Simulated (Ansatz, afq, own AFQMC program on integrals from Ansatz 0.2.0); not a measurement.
Integrals from Ansatz 0.2.0, then the random walk in our own AFQMC program (afq).

```yaml
crystal:
  periodic: [false, false, false]
  atoms:
    - {symbol: P, position_ang: [0.000000, 0.000000, 0.000000]}
basis:
  gaussian: {orbitals: 6-31G}
total_charge: 1
magnetization: {spin_polarized: true, initial_magnetization: 2}
correlation: {method: ccsd_t, electrons: outside_noble_gas, hamiltonian_folder: ham}
```

```sh
$ ansatz run in.yaml --threads 1 --pin off --events-out ev --progress --plain --max-ram 16896MiB --backend cuda --devices 0, --max-vram 18GiB
```

Options of the walk:

```
--method phaseless --trial cisd --walkers 4000 --populations 20 --least-time 60 --time-step 0.005 --steps-per-block 50 --equilibration-blocks 28 --max-blocks 4000 --target-error 0.00012 --factor-cut 1e-05 --start spin_pure --seed 3884 --release-times 0.24,0.51,0.99,1.62,2.4 --release-step 0.03 --release-every 3 --taylor-order 6
```

Times are imaginary, in 1/Eh. The walk had a cap of 122 s. With eight or more populations the least sampling time is a fifth of least-time, and the error comes from their spread.

Output of the walk:

```
orbitals 8  electrons 3 1  factors 29 of 59
reference energy -340.31985850 Eh
CCSD correlation -0.02131273 Eh in 8 cycles, weight of the determinant in the CISD state 0.9789
energy of the start -340.341172 Eh
 block  time / (1/Eh)  mean weight  energy / Eh
     1     0.250  1.0000  -340.341174
     2     0.500  1.0000  -340.341186
     3     0.750  1.0000  -340.341203
     4     1.000  1.0000  -340.341212
     5     1.250  1.0000  -340.341225
    10     2.500  1.0000  -340.341256
    15     3.750  1.0000  -340.341271
    20     5.000  1.0001  -340.341262
    25     6.250  1.0001  -340.341270
    30     7.500  0.9999  -340.341261
    35     8.750  1.0000  -340.341267
    40    10.000  1.0000  -340.341272
    45    11.250  1.0000  -340.341277
    50    12.500  1.0000  -340.341262
    55    13.750  0.9999  -340.341262
    58    14.500  1.0000  -340.342280
    60    15.000  0.9998  -340.341257
    61    15.250  1.0000  -340.341241
    65    16.250  1.0001  -340.341268
    70    17.500  1.0002  -340.341246
    75    18.750  0.9998  -340.341268
    78    19.500  1.0000  -340.341255
error from the spread of 20 populations
released: time / (1/Eh)  energy / Eh  error  mean overlap
  0.24  -340.341274  0.000006  1.0006
  0.51  -340.341271  0.000002  1.0007
  0.99  -340.341273  0.000002  1.0005
  1.62  -340.341271  0.000002  1.0004
  2.40  -340.341272  0.000002  0.9974
energy -340.341288 +/- 0.000020 Eh
(rows thinned)
```

The run passed its tests (sampling time, drift between the halves within three errors, error under three times the target), which doesn't prove that it has relaxed.

Against this walk (error 0.5 meV) on the same determinant: CCSD(T) 1.1 meV higher, CCSDT(Q) 0.5 meV higher (within the noise), full CI 0.5 meV higher (within the noise). The error is statistical and leaves out the bias of the constraint. Released to 2.40 1/Eh the energy moves by 0.4 ± 0.5 meV (both errors), within twice the noise.

Cautions: constraint bias not in the error.

The walk took 20 s on 1 × NVIDIA H100 80GB HBM3 with 2 threads of AMD EPYC 7R13 Processor (Zen 3), on a shared host (the card was shared). The log's last line is the phaseless energy.

CCSDT and higher add their correlation energy to the determinant of the CCSD(T) run, since their own runs factorise the integrals more tightly (a shift of under 2 meV). A walk keeps the symmetry of its determinant, which the program's search chose and which needn't be the lowest solution, so a lower state of the same spin and another symmetry isn't excluded.
